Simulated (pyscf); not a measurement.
# Four-centre exchange: HO–In [singlet] + H₂S → HS–In [singlet] + water (H₂O)

Gas phase, singlet surface, charge 0. Bonds broken: In1–O2, H3–S4. Bonds formed: In1–S4, O2–H3. Optimised with ωB97X-D3(BJ)/def2-SVP in PySCF. Correlated levels are frozen-core, on RHF or UHF. ΔMP2 is the change of the MP2 total energy from the triple- to the quadruple-zeta basis.

Transition state (Å):

```xyz
6

In     0.7232    -0.7283    -0.5147
O     -0.8579    -0.6726     0.9422
H     -1.4445     0.3998     0.2221
S     -1.3615     1.2775    -0.9686
H     -1.0308    -1.0723     1.8011
H     -2.1000     0.4645    -1.7492
```

One imaginary mode, 488i cm⁻¹; descent along it reached the two sides named, in the forms told below.

| bond | change | reactant side (Å) | saddle | product side |
|---|---|---|---|---|
| In1–O2 | breaks | 2.088 | 2.151 | 2.7 |
| H3–S4 | breaks | 1.376 | 1.482 | 2.342 |
| In1–S4 | forms | 3.1 | 2.9 | 2.571 |
| O2–H3 | forms | 1.783 | 1.419 | 0.980 |

Electronic energies relative to the separated reactants (kcal/mol):

```
level                             barrier  reaction energy  reverse barrier
--------------------------------  -------  ---------------  ---------------
ωB97X-D3(BJ)/def2-TZVP               -7.0            -13.2              6.2
PBE/def2-TZVP                        -7.9             -9.1              1.3
r²SCAN/def2-TZVP                     -7.8             -9.1              1.2
B3LYP-D3(BJ)/def2-TZVP               -5.8             -9.3              3.4
PBE0-D3(BJ)/def2-TZVP                -7.6            -11.2              3.6
M06-2X/def2-TZVP                     -5.3             -9.3              4.0
ωB97M-D3(BJ)/def2-TZVP               -3.4             -8.7              5.3
HF/def2-TZVP                          8.1            -10.1             18.2
MP2/def2-QZVPP                       -5.4            -10.3              4.9
CCSD/def2-TZVPP                      -0.5            -10.1              9.6
CCSD(T)/def2-TZVPP                   -2.6            -10.1              7.5
CCSD(T)/def2-TZVPP + ΔMP2(QZVPP)     -3.1             -9.9              6.8
```

With CCSD(T)/def2-TZVPP + ΔMP2(QZVPP) energies and thermal terms (ideal gas, 1 atm, RRHO with modes under 100 cm⁻¹ raised to 100, one conformer, R ln 2 for chiral ones without a mode under 150 cm⁻¹), in kcal/mol:

```json
[
 {"T (K)": "298", "ΔH‡": "-3.4", "ΔG‡": "6.3", "ΔH": "-7.9", "ΔG": "-7.8"},
 {"T (K)": "600", "ΔH‡": "-3.2", "ΔG‡": "16.1", "ΔH": "-7.9", "ΔG": "-7.8"},
 {"T (K)": "900", "ΔH‡": "-2.5", "ΔG‡": "25.6", "ΔH": "-8.1", "ΔG": "-7.7"},
 {"T (K)": "1200", "ΔH‡": "-1.8", "ΔG‡": "34.8", "ΔH": "-8.2", "ΔG": "-7.5"}
]
```

On the reactant side the descent ends in a bound adduct, 9.5 kcal/mol under the separated species and 2.5 kcal/mol under the saddle at ωB97X-D3(BJ)/def2-TZVP. On the product side the descent ends in a bound adduct (not fully relaxed), 11.1 kcal/mol under the separated species and 17.3 kcal/mol under the saddle at ωB97X-D3(BJ)/def2-TZVP. At ωB97X-D3(BJ), PBE, r²SCAN, B3LYP-D3(BJ), PBE0-D3(BJ), M06-2X, ωB97M-D3(BJ), MP2, CCSD, CCSD(T), CCSD(T) the saddle lies under the separated reactants, which points to a path from their complex (located at ωB97X-D3(BJ) alone). One saddle was located; it need not be the lowest between these sides. The CCSD(T) − MP2 part came from Ansatz, without density fitting, on the same reference. The frozen core leaves the outer d or s,p core shells of the metals and heavy elements correlated in the MP2 and CC values, and def2-TZVPP describes them poorly, which can shift differences by a few kcal/mol. Elements past Kr carry the def2 core potentials, without spin-orbit coupling.
